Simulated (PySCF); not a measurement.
# FH3Si: the cost of one run

Method: levels as typed in each script, gas phase, geometry from GFN2-xTB; program: PySCF 2.14.0.

## 1. Where the work starts

SMILES `F[SiH3]`, 5 atoms, charge 0, spin multiplicity 1.

Bond lengths: F1–Si2 1.606 Å, Si2–H3 1.454 Å, Si2–H4 1.454 Å, Si2–H5 1.454 Å. Angles: F1–Si2–H3 105.1°, F1–Si2–H4 105.1°, F1–Si2–H5 105.1°, H3–Si2–H4 113.5°, H3–Si2–H5 113.5°, H4–Si2–H5 113.5°.

As a file:

```
F     1.09378    0.00001    0.00001
Si   -0.51218    0.00002    0.00001
H    -0.89101   -1.34098   -0.41561
H    -0.89130    0.31042    1.36895
H    -0.89126    1.03020   -0.95348
```

## 2. Density, bond paths and surface potential (wB97X/def2-tzvp)

input.py reads:

```python
import numpy as np
from pyscf import gto, scf, dft
from pyscf.scf import atom_ks, atom_hf
from scipy.linalg import block_diag

def solve(mol, dm0=None, hcore=None):
    mf = (dft.UKS if mol.spin else dft.RKS)(mol, xc='wb97x')
    mf.grids.level = 3
    mf = mf.density_fit(auxbasis='def2-universal-jkfit')
    mf.conv_tol, mf.max_cycle = 1e-8, 80
    if hcore is not None:
        mf.get_hcore = lambda *args: hcore
    mf.kernel(dm0)
    if not mf.converged:
        mf = mf.newton().run(mf.mo_coeff, mf.mo_occ, max_cycle=30)
    assert mf.converged, 'SCF not converged'
    return mf

mol = gto.M(atom='''
F      1.09378     0.00001     0.00001
Si    -0.51218     0.00002     0.00001
H     -0.89101    -1.34098    -0.41561
H     -0.89130     0.31042     1.36895
H     -0.89126     1.03020    -0.95348
''', basis='def2-tzvp', charge=0, spin=0, verbose=4)
mf = solve(mol)
mf.analyze()
# spherically averaged free atoms, for the promolecule
atm = atom_ks.get_atm_nrks(mol, xc='wb97x')
pro = block_diag(*[(atm[a[0]][2] * atm[a[0]][3]) @ atm[a[0]][2].T for a in mol._atom])
np.savez('result.npz', e=mf.e_tot, c=mf.mo_coeff, occ=mf.mo_occ, eps=mf.mo_energy, pro=pro, dip=mf.dip_moment(verbose=0), s2=mf.spin_square()[0])
```

The run is started by

```sh
> OMP_NUM_THREADS=1 python input.py
```

What time and memory should one allow on 1 thread of Intel Xeon Platinum 8488C (Sapphire Rapids), shared host?

About 6.2 s, with a peak of 0.35 GiB.
